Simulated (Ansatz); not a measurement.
The same path of BF2H + H (5 atoms, charge 0, multiplicity 2) was run twice with different band settings. Lost on the way: B1–H2. Made: H2–H5.

Method: Ansatz, UKS r2SCAN-D4/6-31G*.

Relaxed end points:

```xyz
5
Properties=species:S:1:pos:R:3
B 0.000 0.002 -0.176
H 0.000 0.009 1.018
F 1.133 -0.001 -0.854
F -1.133 -0.001 -0.854
H 0.000 -0.009 3.387
```

```xyz
5
Properties=species:S:1:pos:R:3
B 0.000 0.000 -0.487
H 0.000 -0.001 2.266
F 1.145 0.000 -1.135
F -1.145 0.000 -1.135
H 0.000 -0.001 3.011
```

Common settings: climbing image yes; spring 5.0 eV/Å²; optimiser quadratic models (default); start path through a guess of the saddle point; force threshold 0.03 eV/Å; iteration limit 60; end points relaxed.

| run | movable images |
| --- | --- |
| 1 | 5 |
| 2 | 3 |

(1) What does each run give, and how far can it be trusted?

Results:

(1) Run 1: converged after 14 iterations, highest image 0.354 eV above the first end. A vibrational analysis at the climbing image gives one clearly imaginary mode, 1014i cm⁻¹: a first-order saddle point.
Run 2: converged after 16 iterations, highest image 0.354 eV above the first end. Another band between the same ends (5 images) ends at a top of the same energy, where a vibrational analysis finds 1 clearly imaginary mode. So few images can step over the top or miss a turn of the path.
